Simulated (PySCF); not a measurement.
**Silicon: a sound run and one with changed settings**

Sound run: Si [Ne] 3s2 3p2, Si+ [Ne] 3s2 3p1. All numbers are calculated (PySCF 2.14, scalar relativity by spin-free X2C-1e, in cc-pVTZ-DK). In the sound run the correlated levels freeze [Ne]. The sound run starts from symmetry-adapted Hartree-Fock orbitals and uses a fine grid where one is needed.

Changed run: basis STO-3G, all-electron and non-relativistic. This setting is unsound on purpose.

```tsv
species	method	sound run (hartree)	changed run (hartree)	converged
Si	UHF	-289.45898	-285.46622	yes
Si	PBE	-289.83670	-285.77128	yes
Si	B3LYP	-290.00507	-285.94207	yes
Si	MP2	-289.51503	-285.47352	yes
Si	CCSD(T)	-289.53558	-285.47963	yes
Si+	UHF	-289.17859	-285.32969	yes
Si+	PBE	-289.53606	-285.60658	yes
Si+	B3LYP	-289.70736	-285.77878	yes
Si+	MP2	-289.21989	-285.34477	yes
Si+	CCSD(T)	-289.23803	-285.35653	yes
```

Ionisation energy of Si:

| method | sound run (eV) | changed run (eV) |
| --- | --- | --- |
| UHF | 7.630 | 3.715 |
| PBE | 8.181 | 4.482 |
| B3LYP | 8.101 | 4.443 |
| MP2 | 8.031 | 3.503 |
| SCS-MP2 | 7.946 | 3.461 |
| CCSD | 8.060 | 3.350 |
| CCSD(T) | 8.097 | 3.350 |

A minimal basis cannot let orbitals breathe on ionisation and holds almost no correlation. The Hamiltonian changed with the basis, so the totals do not compare.

For comparison, NIST gives 8.152 eV between the lowest levels.
